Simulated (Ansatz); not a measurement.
Molecule: NH (charge 0, singlet). This is an excited singlet: at this geometry the triplet lies 1.85 eV lower at CCSD(T)/CBS(aug-cc-pVTZ,aug-cc-pVQZ). 
Coordinates optimised at B3LYP-D3(BJ)/def2-TZVP (Ansatz, a program for electronic structure):
SMILES: [NH]
```xyz
2

N      0.0000     0.0000    -0.1300
H      0.0000     0.0000     0.9099
```

Total electronic energies in hartree. Cores are frozen in the correlated levels unless marked. Spin-orbit coupling is left out. Non-relativistic. CBS(X,Y): correlation extrapolated as X^-3; Hartree-Fock from the larger set (for Q and 5 zeta extrapolated as (X+1)exp(-9√X)). The bracket is a focal-point correction in the basis named.

The Hartree-Fock reference is unstable (checked in the largest basis), which strains HF and MP2. 

```csv
level,program,energy (Eh)
HF/cc-pwCVTZ,Ansatz,-54.87435
B3LYP-D3(BJ)/def2-TZVPD,Ansatz + dftd3,-55.16569
PBE0/def2-QZVPP,Ansatz,-55.09442
SCS-MP2/def2-QZVPP,Ansatz,-55.05903
CCSD/aug-cc-pVQZ,Ansatz,-55.07781
CCSD/def2-QZVPPD,Ansatz,-55.07680
CCSD(T)/6-31G,Ansatz,-54.93546
"RI-MP2/CBS(cc-pVTZ,cc-pVQZ)+[CCSD(T)-MP2]/cc-pVDZ",Ansatz,-55.0974
"CCSD(T)/CBS(cc-pVQZ,cc-pV5Z)",Ansatz,-55.0945
```

Totals of different functionals don't rank their quality; only differences between species are comparable.
